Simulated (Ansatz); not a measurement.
Born–Oppenheimer molecular dynamics of H₆OSi₂ (9 atoms, charge 0, multiplicity 1). It goes on from the last frame of an earlier run, with new velocities.

Method: RKS LDA/def2-SVP in Ansatz.

```
ensemble                      : NVE (velocity Verlet)
time step                     : 0.5 fs
steps asked                   : 250
starting velocities drawn for : 3000 K
seed                          : 743073
```

First frame:

```xyz
9
Properties=species:S:1:pos:R:3
Si -0.029 -0.081 -0.092
Si -0.005 -0.033 2.249
H -1.444 -0.145 2.718
H 0.807 -1.104 2.949
H 0.674 1.266 2.463
O 1.492 0.044 -0.756
H 2.309 -0.450 -0.509
H -0.852 1.073 -0.474
H -0.987 -1.100 -0.666
```

**Question.** How far do the bonds stretch over the last three quarters of this one trajectory? (Pairs bonded in most of those frames.)

**Answer.** 
```json
{"bond": "Si1–Si2", "mean (Å)": "2.440", "spread (Å)": "0.194", "shortest": "2.12", "longest": "2.75"}
{"bond": "Si1–O6", "mean (Å)": "1.675", "spread (Å)": "0.074", "shortest": "1.57", "longest": "1.81"}
{"bond": "Si1–H8", "mean (Å)": "1.545", "spread (Å)": "0.098", "shortest": "1.38", "longest": "1.70"}
{"bond": "Si1–H9", "mean (Å)": "1.533", "spread (Å)": "0.080", "shortest": "1.40", "longest": "1.65"}
{"bond": "Si2–H3", "mean (Å)": "1.546", "spread (Å)": "0.092", "shortest": "1.40", "longest": "1.70"}
{"bond": "Si2–H4", "mean (Å)": "1.577", "spread (Å)": "0.148", "shortest": "1.34", "longest": "1.80"}
{"bond": "Si2–H5", "mean (Å)": "1.530", "spread (Å)": "0.039", "shortest": "1.46", "longest": "1.65"}
{"bond": "O6–H7", "mean (Å)": "0.978", "spread (Å)": "0.022", "shortest": "0.94", "longest": "1.02"}
```

Mean temperature of the second half: 1667 K. The conserved energy stayed within 0.79 meV per atom of its start (net change 0.41 meV per atom), so the integration is sound. Over the second half the temperature averaged 0.56 of the 3000 K drawn at the start: a run that starts near a minimum puts about half its kinetic energy into the potential. A run of 0.12 ps of so small a system gives no equilibrium averages.

Run time: 3.1 min on 2 threads of Intel(R) Xeon(R) Platinum 8259CL CPU @ 2.50GHz (Skylake/Cascade Lake), with other jobs on the host, peak memory 0.16 GiB.
